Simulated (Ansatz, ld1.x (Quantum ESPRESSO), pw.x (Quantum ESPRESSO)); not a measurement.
# From atom to crystal: TM potential for Au (Z = 79)

ld1.x (Quantum ESPRESSO) 7.5 input, shortened:

```
&input
   title='Au', zed=79., rel=1, dft='PBESOL', iswitch=3,
   config='[Xe] 4f14 5d10 6s1 6p0'
 /
 &inputp
   pseudotype=2, tm=.true., lloc=1,
   nlcc=.true., new_core_ps=.true., rcore=1.50
 /
3
6S  1  0   1.00   0.00  2.10  2.10  0.0
5D  3  2  10.00   0.00  1.45  1.45  0.0
6P  2  1   0.00   0.00  4.68  4.68  0.0
 &test
   configts(1)='5d10 6s1 6p0'
 /
```

Atomic tests: cutoffs needed: 45 Ry and 80 Ry (the cutoffs (Ry, on a coarse ladder) from which the occupation-weighted sum of valence levels, in a spherical-Bessel basis at the reference potential, stays within 10 and 1 mRy of its value at 400 Ry); ghost test: no extra level below or beside the all-electron valence levels (s, d, p, f tested) (spherical-Bessel basis up to 400 Ry, 20 bohr box); configuration tests: 1 of 7 tests not solved or not reliable.

Crystal test: bcc Au in pw.x 7.5, no spin, 14³ k-points, Fermi–Dirac smearing 0.01 Ry, cutoffs 100/400 Ry. The reference is all-electron LAPW (Ansatz 0.2.0) with the same functional, mesh and smearing; V0 and B0 come from Birch–Murnaghan fits to the pressures at five volumes. Errors are pseudo minus all-electron; Δ is the rms difference of the E(V) curves that follow from these fits, minima aligned, over ±6 % about the mean V0. Mesh and smearing are coarse, so the numbers serve the comparison and aren't converged zero-temperature values; the lattice is a test structure that the element need not adopt.

All-electron: a0 = 3.242 Å (V0 = 17.04 Å³/atom), B0 = 172.0 GPa.

Problem. How far does the potential miss the all-electron equation of state?

Solution. mean pressure error (GPa): -49.54. The pressure does not cross zero within the volumes sampled, so no fit is given. The largest radius (4.68 bohr) exceeds half the bond length (2.65 bohr), so the spheres overlap, which is one possible source of error among others. This is a poor potential for the solid. Atomic configuration tests: 1 of 7 tests not solved or not reliable.

```tsv
V (Å³/atom)	P all-electron (GPa)	P pseudo (GPa)
16.197	10.12	-46.18
16.623	4.57	-48.35
17.049	-0.10	-49.61
17.475	-4.04	-50.17
17.901	-7.35	-50.20
```

Problem. At the middle volume, how do free energy and pressure move when the wave cutoff is lowered (ecutrho kept at four times it)?

Solution.

```json
{"cutoff (Ry)": "45", "shift of F (meV/atom)": "+84.1", "shift of P (GPa)": "-2.62"}
{"cutoff (Ry)": "60", "shift of F (meV/atom)": "+55.1", "shift of P (GPa)": "-1.16"}
{"cutoff (Ry)": "80", "shift of F (meV/atom)": "+5.6", "shift of P (GPa)": "-0.49"}
```

Input at the middle volume:

```
&control
  calculation='scf', prefix='x', pseudo_dir='./', outdir='./tmp', tstress=.true., disk_io='low'
/
&system
  ibrav=0, nat=1, ntyp=1, ecutwfc=100, ecutrho=400, nbnd=13,
  occupations='smearing', smearing='fd', degauss=0.01
/
&electrons
  conv_thr=1e-09, mixing_beta=0.4, electron_maxstep=70
/
ATOMIC_SPECIES
Au 1.0 Au.UPF
CELL_PARAMETERS angstrom
  -1.62136069 1.62136069 1.62136069
  1.62136069 -1.62136069 1.62136069
  1.62136069 1.62136069 -1.62136069
ATOMIC_POSITIONS crystal
Au 0.0000 0.0000 0.0000
K_POINTS automatic
14 14 14 0 0 0
```

```bash
pw.x < Au.scf.in > Au.scf.out
```

Lines of the output:

```
Message from routine setup:
     using ibrav=0 with symmetry is DISCOURAGED, use correct ibrav instead
     lattice parameter (alat)  =       5.3069  a.u.
     unit-cell volume          =     115.0524 (a.u.)^3
     number of electrons       =        11.00
     number of Kohn-Sham states=           13
     kinetic-energy cutoff     =     100.0000  Ry
     charge density cutoff     =     400.0000  Ry
     scf convergence threshold =      1.0E-09
     Exchange-correlation= PBESOL
     number of k points=   104  Fermi-Dirac smearing, width (Ry)=  0.0100
     iteration #  1     ecut=   100.00 Ry     beta= 0.40
     total energy              =     -90.61039865 Ry
     estimated scf accuracy    <       0.05896496 Ry
     iteration #  2     ecut=   100.00 Ry     beta= 0.40
     total energy              =     -90.61779262 Ry
     estimated scf accuracy    <       0.00181288 Ry
     iteration #  3     ecut=   100.00 Ry     beta= 0.40
     total energy              =     -90.61808656 Ry
     estimated scf accuracy    <       0.00006128 Ry
     iteration #  4     ecut=   100.00 Ry     beta= 0.40
     total energy              =     -90.61808747 Ry
     estimated scf accuracy    <       0.00000015 Ry
     iteration #  5     ecut=   100.00 Ry     beta= 0.40
     total energy              =     -90.61808748 Ry
     estimated scf accuracy    <          9.0E-09 Ry
     iteration #  6     ecut=   100.00 Ry     beta= 0.40
     the Fermi energy is    15.7718 ev
!    total energy              =     -90.61808748 Ry
     estimated scf accuracy    <          3.2E-10 Ry
     smearing contrib. (-TS)   =      -0.00130896 Ry
     The total energy is F=E-TS. E is the sum of the following terms:
     one-electron contribution =      11.14384404 Ry
     hartree contribution      =       7.49827157 Ry
     xc contribution           =     -37.39896511 Ry
     ewald contribution        =     -71.85992902 Ry
     convergence has been achieved in   6 iterations
          total   stress  (Ry/bohr**3)                   (kbar)     P=     -496.11
```

The run at the middle volume (104 k-points, 6 iterations) took about 26 s on one core of a shared host (Neoverse-V1, 32 threads, 247 GiB, load 19).
